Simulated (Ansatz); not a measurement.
Basis sets compared for Si(SiH3)H3 (Si2H6). The state is a singlet with charge 0. Geometry PBE-D4/def2-TZVP. Ansatz on 2 threads of Intel Xeon Platinum 8375C on a shared host; times are rough, and most runs start from earlier orbitals.

Cartesian coordinates in Å:
```
Si -0.291 0.720 0.879
Si 0.291 -0.720 -0.879
H 0.953 0.045 -1.981
H -0.930 -1.389 -1.429
H 1.236 -1.775 -0.395
H -1.215 1.791 0.390
H 0.932 1.370 1.446
H -0.977 -0.040 1.970
```

B3LYP takes the VWN-RPA correlation.

Binding counts from free atoms (Si triplet, H doublet) in the same basis, without a counterpoise term.

| level | functions | energy (Eh) | HOMO (eV) | LUMO (eV) | binding per atom (eV) | wall time |
| --- | --- | --- | --- | --- | --- | --- |
| HF/STO-3G | 24 | -574.6891 | -8.70 | 10.90 | 3.26 | 0.1 s |
| HF/6-31G | 38 | -581.2152 | -10.98 | 3.60 | 1.94 | 0.2 s |
| HF/def2-TZVP | 110 | -581.3640 | -11.04 | 3.21 | 2.26 | 0.4 s |
| PBE-D4/def2-SVP | 66 | -582.0713 | -7.29 | -0.36 | 2.83 | 0.5 s |
| PBE-D4/def2-TZVP | 110 | -582.2775 | -7.27 | -0.59 | 2.84 | 0.75 s |
| PBE-D4/def2-TZVPD | 140 | -582.2780 | -7.28 | -0.67 | 2.84 | 1.2 s |
| r2SCAN-D4/def2-TZVP (with forces) | 110 | -582.5312 | -7.54 | -0.33 | 2.89 | 1.8 s |
| r2SCAN-D4/def2-TZVPD | 140 | -582.5316 | -7.54 | -0.36 | 2.89 | 2 s |
| B3LYP-D4/6-31G | 38 | -582.5325 | -8.25 | 0.55 | 2.70 | 0.55 s |
| B3LYP-D4/def2-TZVP | 110 | -582.6500 | -8.19 | 0.10 | 2.90 | 1.1 s |
| PBE0-D4/def2-SVP | 66 | -582.1382 | -8.45 | 0.46 | 2.83 | 0.55 s |
| PBE0-D4/def2-TZVP (with forces) | 110 | -582.3421 | -8.39 | 0.26 | 2.85 | 1.6 s |
| PBE0-D4/def2-TZVPD | 140 | -582.3424 | -8.39 | 0.13 | 2.85 | 1.3 s |

(1) Estimate the rows for PBE0-D4/def2-QZVPP.

Results:

(1) 
```
             level  functions  energy (Eh)  HOMO (eV)  LUMO (eV)  binding per atom (eV)  wall time
PBE0-D4/def2-QZVPP        320    -582.3629      -8.39       0.20                   2.85      3.5 s
```
